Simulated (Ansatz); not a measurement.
# CH6NP: one species, many methods

One table from this session's results is given with a row withheld; the runs are named, their logs left out.

Program: Ansatz 0.2.0, Gaussian basis. Level of theory: functionals in def2-TZVPP, the program's frozen cores in correlated methods. These are calculated values, not measurements.

Levels to be run: LDA (SPW92), PBE-D4, revPBE-D4, BLYP-D4, r2SCAN-D4, B97M-V, PBE0-D4, B3LYP-D4, r2SCANh-D4, r2SCAN0-D4, HSE06-D4, BHLYP-D4, CAM-B3LYP-D4, LC-ωPBE, ωB97X-V, ωB97M-V, B2PLYP, PBE-QIDH; CCSD(T)/def2-SVP; CCSD(T)/def2-TZVPP; MP2/def2-QZVPP; extrapolation to the limit; RPA on PBE.

### Structure used throughout

The geometry comes from an earlier relaxation with PBE0-D4 in a triple-zeta def2 set; it is a stationary point, not always the lowest conformer.

SMILES `CNP`, 9 atoms, charge 0, spin multiplicity 1.

Atoms are counted from 1 here; the program's logs count them from 0.

Bond lengths: C1–N2 1.448 Å, C1–H4 1.092 Å, C1–H5 1.093 Å, C1–H6 1.099 Å, N2–P3 1.699 Å, N2–H7 1.009 Å, P3–H8 1.420 Å, P3–H9 1.434 Å. Angles: N2–C1–H4 109.0°, N2–C1–H5 110.0°, N2–C1–H6 114.1°, H4–C1–H5 107.7°, H4–C1–H6 107.7°, H5–C1–H6 108.1°, C1–N2–P3 118.1°, C1–N2–H7 113.1°, P3–N2–H7 117.4°, N2–P3–H8 98.4°, N2–P3–H9 104.2°, H8–P3–H9 92.6°.

The first run:

Contents of in.yaml:

```yaml
crystal:
  periodic: [false, false, false]
  atoms:
    - {symbol: C, position_ang: [-0.327023, 0.845904, -0.843926]}
    - {symbol: N, position_ang: [0.456945, -0.175576, -0.180590]}
    - {symbol: P, position_ang: [-0.346764, -1.255855, 0.855186]}
    - {symbol: H, position_ang: [-1.266846, 0.407089, -1.186078]}
    - {symbol: H, position_ang: [0.207356, 1.215246, -1.723149]}
    - {symbol: H, position_ang: [-0.572822, 1.706284, -0.206428]}
    - {symbol: H, position_ang: [1.369320, 0.147308, 0.103254]}
    - {symbol: H, position_ang: [0.689152, -2.215934, 0.997952]}
    - {symbol: H, position_ang: [-0.120919, -0.720666, 2.166679]}
basis:
  gaussian: {orbitals: def2-TZVPP}
hamiltonian: {xc: lda}
output: {orbitals: {seedname: orbitals}}
```

Started as:

```console
> ansatz run in.yaml --threads 2 --pin off --events-out ev --progress --plain --max-ram 4352MiB
```

Steps of the session up to this table: LDA; PBE-D4 (GGA); revPBE-D4 (GGA); BLYP-D4 (GGA); r2SCAN-D4 (meta-GGA); B97M-V (meta-GGA); PBE0-D4 (hybrid); B3LYP-D4 (hybrid); r2SCANh-D4 (hybrid); r2SCAN0-D4 (hybrid); HSE06-D4 (hybrid); BHLYP-D4 (hybrid); CAM-B3LYP-D4 (range-separated); LC-ωPBE (range-separated); ωB97X-V (range-separated); ωB97M-V (range-separated); B2PLYP (double hybrid); PBE-QIDH (double hybrid).

One of the session's tables, all rows but one given; the rest of the session is left out.

It belongs to the step «Orbital energies across the functionals». 

```
  functional  HOMO (eV)  LUMO (eV)  gap (eV)
 LDA (SPW92)      -5.55      -0.77      4.78
      PBE-D4      -5.48      -0.58      4.90
   revPBE-D4      -5.44      -0.49      4.95
     BLYP-D4      -5.37      -0.50      4.87
   r2SCAN-D4      -5.75      -0.18      5.57
      B97M-V      -5.89      -0.38      5.51
     PBE0-D4      -6.82       0.32      7.13
    B3LYP-D4      -6.60       0.05      6.65
  r2SCANh-D4      -6.25       0.13      6.38
  r2SCAN0-D4      -7.00       0.58      7.57
    HSE06-D4      -6.41      -0.06      6.35
    BHLYP-D4      -8.05       1.13      9.18
CAM-B3LYP-D4      -8.19       1.26      9.45
     LC-ωPBE      -9.54       2.52     12.06
     ωB97X-V      -9.21       2.34     11.55
     ωB97M-V          ?          ?         ?
```

Q: Estimate the row for ωB97M-V from the others.

The run gave: HOMO (eV): -9.10; LUMO (eV): 2.00; gap (eV): 11.10. In the column «HOMO (eV)» it lies between ωB97X-V (-9.21) and CAM-B3LYP-D4 (-8.19).
